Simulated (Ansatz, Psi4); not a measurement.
Worked example: the enthalpy of formation of C2HO (ethynyloxy radical)

The species is C2HO (4 atoms), meant as a doublet with charge 0. SMILES: `C#C[O]`. The coordinates come from a PBE0-D4/def2-TZVP relaxation.

Total energies at UOMP2/cc-pVTZ (density fitting for correlation), 3 core orbitals frozen (Psi4 1.11); the atoms run unrestricted:

| species | state | energy (Eh) |
| --- | --- | --- |
| C2HO | doublet | -151.658301 |
| C | triplet | -37.758975 |
| O | triplet | -74.955593 |
| H | doublet | -0.499810 |

Harmonic wavenumbers at UPBE0-D4/def2-TZVP, in cm⁻¹: 453, 510, 574, 1280, 2123, 3365.

Measured heats of formation of the gaseous atoms at 298.15 K, in kJ/mol: C 716.9, O 249.2, H 218.0. Spin-orbit lowering of the atoms at 298 K (mean of the ground term's levels less their thermal mean, from spectra), in kJ/mol: C 0.02, O 0.40. Take 1 Eh = 2625.50 kJ/mol, 1 cm⁻¹ = 0.0119627 kJ/mol, RT = 2.479 kJ/mol.

Problem. Work out the heat of formation of the gas at 298 K.

Solution. 
1. Electronic atomisation energy: 2 × (-37.758975) + (-74.955593) + (-0.499810) − (-151.658301) = 0.684948 Eh = 1798.3 kJ/mol.
2. Zero-point energy: half the sum of the wavenumbers, 4152.5 cm⁻¹ = 49.7 kJ/mol.
3. Thermal vibrational enthalpy, Σ hcν̃/(exp(hcν̃/kT) − 1): 1.7 kJ/mol. Translation, rotation and pV of a non-linear molecule: 4 RT = 9.9 kJ/mol.
4. The 4 free atoms carry 5/2 RT each: 24.8 kJ/mol.
5. Spin-orbit coupling lowers the free atoms by 2 × 0.02 + 0.40 = 0.4 kJ/mol.
6. Atomisation enthalpy at 298 K: 1798.3 − 0.4 − 49.7 − 1.7 − 9.9 + 24.8 = 1761.4 kJ/mol.
7. Sum of the atoms' heats of formation: 1901.0 kJ/mol. Heat of formation: 1901.0 − 1761.4 = +139.6 kJ/mol.

The tabulated value is +178.0 kJ/mol (Active Thermochemical Tables), so this level is off by -38.4 kJ/mol, or 2.2 % of the atomisation enthalpy that the table implies (1723.0 kJ/mol). Anharmonicity and any spin-orbit splitting of the molecule are left out, and so is core correlation.
